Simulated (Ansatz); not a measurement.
HfO2 (P2₁/c, No. 14) was calculated with PBE-D3(BJ) in Ansatz (plane waves, PAW).

Numerical settings: plane-wave cutoff 520 eV, 8×8×8 k mesh, Fermi–Dirac smearing 0.01 eV, scalar-relativistic PAW data made under PBE.

Response to compression and expansion:

Shape and atoms are relaxed at each volume.

| V (Å³/atom) | P (GPa) | direct gap at Γ (eV) | smallest gap on the k mesh (eV) |
|---|---|---|---|
| 11.167 | 6.60 | 4.555 | 4.302 |
| 11.400 | 3.36 | 4.492 | 4.124 |
| 11.632 | -0.01 | 4.500 | 4.044 |
| 11.865 | -3.65 | 4.538 | 4.043 |
| 12.098 | -7.17 | 4.558 | 4.057 |

The fundamental gap (4.04 eV at the equilibrium volume, with added k points) lies elsewhere than Γ–Γ.

Measured, for comparison: band gap 5.7 eV (temperature not stated, not corrected to a static lattice, our sources range from 5.70 to 5.84; as tabulated in Choudhary et al. (2018), arXiv:1804.01032).

Note: the relaxation could not lower the start's symmetry, so the cell can be a saddle point above a distorted one; the bulk modulus comes from volumes at which shape and atoms were relaxed.

Spin–orbit coupling is not included.

Ansatz is a first-principles code.
